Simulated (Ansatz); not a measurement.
# BH3Cl (doublet): from Hartree-Fock to the top rungs at distance Cl1–H2 along a hydrogen transfer = 1.593 Å, cc-pVDZ

An exercise on one series of results from a longer session: the logs are not shown, and one member is left open.

Method: cc-pVDZ, core rule «outside noble gas», up to 6 orbitals frozen; program: Ansatz 0.2.0, Gaussian basis.

Plan: UHF; CCSD(T) on ROHF; CCSD(T) on UHF; BCCD(T) on ROHF; CISD; CCSDT(Q) on ROHF; CCSDT(Q) on UHF; CASSCF and MRCISD+Q, 3 electrons in 3 orbitals; CASSCF and NEVPT2, 3 electrons in 3 orbitals.

15 further runs of the same task are left out: 9 for a known fault of the program, 4 that didn't finish, 2 set aside as unsound or not needed.

## The geometry

The geometry derives from fragments relaxed apart (PBE0/def2-TZVP) and kept rigid, so it is no stationary point. A hydrogen atom is moved between rigid fragments.

5 atoms, charge 0, spin multiplicity 2.

Atoms are counted from 1 here; the program's logs count them from 0.

Bond lengths: Cl1–H2 1.593 Å, H2–B3 1.170 Å, B3–H4 1.191 Å, B3–H5 1.191 Å. Angles: Cl1–H2–B3 180.0°, H2–B3–H4 115.3°, H2–B3–H5 115.3°, H4–B3–H5 129.4°.

The first run:

Contents of in.yaml:

```yaml
crystal:
  periodic: [false, false, false]
  atoms:
    - {symbol: Cl, position_ang: [-0.772453, 0.000000, 0.000000]}
    - {symbol: H, position_ang: [0.820547, 0.000000, 0.000000]}
    - {symbol: B, position_ang: [1.990547, 0.000000, 0.000000]}
    - {symbol: H, position_ang: [2.499620, 0.000000, 1.077008]}
    - {symbol: H, position_ang: [2.499620, 0.000000, -1.077008]}
basis:
  gaussian: {orbitals: cc-pVDZ}
magnetization: {spin_polarized: true, initial_magnetization: 1}
hamiltonian: {xc: hf}
output: {orbitals: {seedname: orbitals}}
```

On the command line:

```bash
ansatz run in.yaml --threads 1 --pin off --events-out ev --progress --plain --max-ram 2393MiB
```

Among the steps run: UHF; CCSD(T) on ROHF; CCSD(T) on UHF; BCCD(T) on ROHF; CISD; CCSDT(Q) on ROHF; CCSDT(Q) on UHF; CASSCF and MRCISD+Q, 3 electrons in 3 orbitals; CASSCF and NEVPT2, 3 electrons in 3 orbitals.

One table of the session follows, with a row left open; its other results are not shown here.

It belongs to the step «Misses and costs». 

```
   method  from UCCSDT(Q) (meV)
     ROHF               +7326.8
      UHF               +7143.7
     RMP2               +1143.7
     UMP2               +1182.5
     CISD                +705.6
    RCCSD                +151.6
    UCCSD                +147.6
 RCCSD(T)                 +29.0
 UCCSD(T)                 +29.2
  BCCD(T)                 +29.2
   RCCSDT                  +9.1
   UCCSDT                     ?
RCCSDT(Q)                  +0.3
UCCSDT(Q)                     0
```

**Question.** Estimate the row for UCCSDT.

As computed: from UCCSDT(Q) (meV): +8.7. In the column «from UCCSDT(Q) (meV)» it lies between RCCSDT(Q) (+0.3) and RCCSDT (+9.1).

Left out of the table: CASSCF pair, NEVPT2 pair, MRCISD pair, MRCISD+Q pair (the active space lost an orbital or holds another state than full CI finds).

Limits of these values: Restricted and unrestricted rows rest on different reference determinants; where their highest levels disagree by more than a few hundredths of an eV, they describe different states and don't form one ladder. Warnings in the runs' records: passed over end.
